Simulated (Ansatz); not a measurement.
# Si2HCl⁺ (H-bridged), doublet: the ladder up to UCCSDT(Q)

Geometry: that of the Si2HCl (H-bridged), singlet, kept fixed.

```xyz
4

Cl    0.0000    0.0934    1.8839
Si    0.0000   -0.2340   -0.1303
Si    0.0000    0.0724   -2.2126
H     0.0000    1.2181   -0.9828
```

Basis cc-pVDZ; Ansatz 0.2.0. Only valence electrons are correlated (noble-gas cores frozen), which leaves 15 electrons in 44 orbitals. Prefix R: restricted or restricted open-shell reference; prefix U: unrestricted. Active spaces: frontier = (9e, 9o) about the gap.

Full CI isn't at hand for all of this; UCCSDT(Q) serves as the reference, and is uncertain by the last step of the cluster series or more. The frozen core follows each run's orbitals, which can shift R against U totals by a few meV.

For open shells CISD is restricted-active-space CI with the open shells as a complete middle space.

The UHF ⟨S²⟩ is 0.768, the T1 diagnostic (RCCSD) is 0.0212 and the largest doubles amplitude (RCCSD) is 0.084. The T1 diagnostic (UCCSD) is 0.0212.

```
                    level  E − E(UCCSDT(Q)) (kJ/mol)  share of correlation (%)  wall time
                      RHF                      899.9                      0.00          –
                      UHF                      892.4                      0.84          –
                     RMP2                      142.4                     84.18          –
                     UMP2                      144.2                     83.98          –
                     CISD                      143.1                     84.10       12 s
                    RCCSD                       42.1                     95.32          –
                    UCCSD                       42.0                     95.34          –
                 RCCSD(T)                        7.6                     99.16       16 s
                 UCCSD(T)                        7.7                     99.15       22 s
                  BCCD(T)                        7.3                     99.19        9 s
                   RCCSDT                        3.0                     99.67          –
                   UCCSDT                        3.0                     99.67          –
                RCCSDT(Q)                        0.3                     99.97    1.9 min
  CASSCF (frontier space)                      709.6                     21.15          –
  NEVPT2 (frontier space)                      121.9                     86.45       26 s
  MRCISD (frontier space)                       85.0                     90.56          –
MRCISD+Q (frontier space)                       13.2                     98.54       36 s
```

The correlation energy at UCCSDT(Q), counted from RHF, is -9.327 eV. That run took 95 s on 1 thread of Intel Xeon Platinum 8375C, shared host.

Times hold each run's SCF and search for its determinant on a shared host, so for small cases they say little of a method's own cost; they ran on 1 thread of Intel Xeon Platinum 8375C. Some runs computed forces too.
